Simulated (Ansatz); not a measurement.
# CH8BN: the cost of one run

Program: the Python package of Ansatz 0.2.0. Level of theory: PBE0/def2-SVP. These are calculated values, not measurements.

### Step 1. The structure

Bond lengths: B1–N2 1.542 Å, N2–C3 1.464 Å, B1–H4 1.192 Å, B1–H5 1.193 Å, B1–H6 1.193 Å, N2–H7 1.046 Å, N2–H8 1.046 Å, C3–H9 1.111 Å, C3–H10 1.113 Å, C3–H11 1.113 Å. Angles (14 of 18 angles, heavy atoms first): B1–N2–C3 111.4°, B1–N2–H7 109.1°, B1–N2–H8 109.1°, C3–N2–H7 109.1°, C3–N2–H8 109.1°, N2–B1–H4 109.5°, N2–B1–H5 110.3°, N2–B1–H6 110.3°, N2–C3–H9 109.5°, N2–C3–H10 110.8°, N2–C3–H11 110.8°, H7–N2–H8 109.0°, H4–B1–H5 108.6°, H4–B1–H6 108.6°.

The script holds or builds the structure itself.

### Step 2. The script

Input file run_opt.py:

```python
import ansatz as az
from ase import Atoms
import numpy as np

params = {
    "basis_set": "def2-SVP",
    "functional": "PBE0",
}

atoms = Atoms(["B", "N", "C", "H", "H", "H", "H", "H", "H", "H", "H"], positions=[
    (1.1871, 0.4256, -0.1544),
    (0.0648, -0.6213, -0.0023),
    (-1.2431, 0.0179, 0.1573),
    (2.2349, -0.1287, -0.2818),
    (0.9937, 1.1014, -1.1185),
    (1.2386, 1.1199, 0.8145),
    (0.2612, -1.2136, 0.8372),
    (0.0472, -1.2298, -0.8528),
    (-2.0276, -0.762, 0.2641),
    (-1.2642, 0.6538, 1.0703),
    (-1.4926, 0.6366, -0.7335),
])
geometry = az.Crystal.molecule_from_ase(atoms)

calculation = geometry.calculation()
calculation = calculation.basis(gaussian=params["basis_set"])
calculation = calculation.functional(params["functional"])
symbols = [site.symbol for site in geometry.cartesian_sites]
start = np.array([site.position_ang for site in geometry.cartesian_sites], dtype=float)
def progress(event):
    if event["event"] == "relax_step":
        row = event["data"]
        print(f"step {row['step']:3d}  E = {row['lagrangian_ev']:.6f} eV  largest force component {row['allowed_force_max_ev_ang']:.4f} eV/A")


report = calculation.relax(force_tolerance=0.005).session().plan().execute(on_event=progress).report
end = np.array(report["positions_ang"])

for key in ("converged", "free_energy_ev", "reference_energy_ev", "n_frozen", "n_occupied", "n_virtual"):
    print(f"{key:22s} {report[key]}")

print("final positions (A) and the move of each atom")
for symbol, xyz, old in zip(symbols, end, start):
    print(f"{symbol:2s} {xyz[0]:10.5f} {xyz[1]:10.5f} {xyz[2]:10.5f}   {np.linalg.norm(xyz - old):7.4f}")

charges = report["charge_distribution"]
print("dipole moment", round(4.803205 * float(np.linalg.norm(charges["dipole_moment_e_ang"])), 3), "D")
print("Mulliken:", [(s, round(q, 3)) for s, q in zip(symbols, charges["mulliken_charges_e"])])
```

### Step 3. What the engine is handed

The package turns the script's settings into the engine's input:

```yaml
crystal:
  periodic: [false, false, false]
  atoms:
    - { symbol: B, position_ang: [1.1871, 0.4256, -0.1544] }
    - { symbol: "N", position_ang: [0.0648, -0.6213, -0.0023] }
    - { symbol: C, position_ang: [-1.2431, 0.0179, 0.1573] }
    - { symbol: H, position_ang: [2.2349, -0.1287, -0.2818] }
    - { symbol: H, position_ang: [0.9937, 1.1014, -1.1185] }
    - { symbol: H, position_ang: [1.2386, 1.1199, 0.8145] }
    - { symbol: H, position_ang: [0.2612, -1.2136, 0.8372] }
    - { symbol: H, position_ang: [0.0472, -1.2298, -0.8528] }
    - { symbol: H, position_ang: [-2.0276, -0.762, 0.2641] }
    - { symbol: H, position_ang: [-1.2642, 0.6538, 1.0703] }
    - { symbol: H, position_ang: [-1.4926, 0.6366, -0.7335] }
basis:
  gaussian:
    orbitals: def2-SVP
hamiltonian:
  xc: pbe0
relax:
  f_tol: 0.005
```

### Step 4. The run

On the command line:

```
$ python run_opt.py
```

What time and memory should one allow on 1 thread of Arm Neoverse V1, shared host?

About 24 s, with a peak of 0.22 GiB.
